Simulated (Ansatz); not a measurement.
Reading a saddle point

A first-order saddle point of CH7OSi, doublet, PBE0-D4/def2-TZVP, with one imaginary mode of 586i cm⁻¹:

H1  (0.035, 0.084, -0.759)
Si2  (1.395, 0.865, -0.783)
O3  (-1.220, -0.629, -0.532)
C4  (-1.348, -0.847, 0.825)
H5  (2.465, -0.037, -1.281)
H6  (1.707, 1.303, 0.604)
H7  (1.259, 2.046, -1.672)
H8  (-1.391, 0.080, 1.414)
H9  (-0.581, -1.516, 1.236)
H10  (-2.320, -1.349, 0.947)
(Å)

Ansatz 0.2.0; basis: def2-TZVPP and def2-QZVPP; cores frozen in the correlated methods; orbitals are unrestricted. Extrapolation: Hartree–Fock as exp(−7.88 √X), correlation as X^−2.97.

**Question.** Which contacts change along the imaginary mode, and what lies on either side? (A judgement: the text doesn't fix the answer.)

**Answer.** Computed: The step is CH₃O ([CH3][O]) + SiH₄ → CH₄O ([CH3][OH]) + SiH₃, with the molecules in contact on both sides. Shortening one way: H1–O3; lengthening the same way: H1–Si2.
```tsv
pair	one side (Å)	saddle (Å)	other side (Å)
H1–O3	3.04	1.46	0.96
H1–Si2	1.48	1.57	3.18
```

**Question.** Which side is lower, and how far does the saddle lie above each? (An estimate is asked for; the value comes from the calculation.)

**Answer.** By the calculation: The side with H1–O3 short is lower by 16.88 kcal/mol; the saddle lies 24.83 kcal/mol above it and 7.94 kcal/mol above the other (CCSD(T) at an estimated basis limit (MP2 extrapolated from triple and quadruple zeta, plus CCSD(T) − MP2 in triple zeta); electronic energies).

The T1 diagnostic stays at or below 0.022. ⟨S²⟩ of the unrestricted Hartree–Fock references: 0.75 to 0.77 (a pure state has 0.75).

Radical steps of this kind take place in plasma deposition and etching.

Labels in which every atom is bracketed show which atoms are joined, not bond orders.

For scale, one of the runs: CCSD(T)/def2-TZVPP, 202 basis functions, launched by `ansatz run in.yaml --threads 4 --pin off --events-out ev --progress --plain --max-ram 9574MiB`. The run took 110 s on 4 CPU threads of an AMD EPYC 7R43 (shared host), with 6.5 GiB of host memory at its peak.
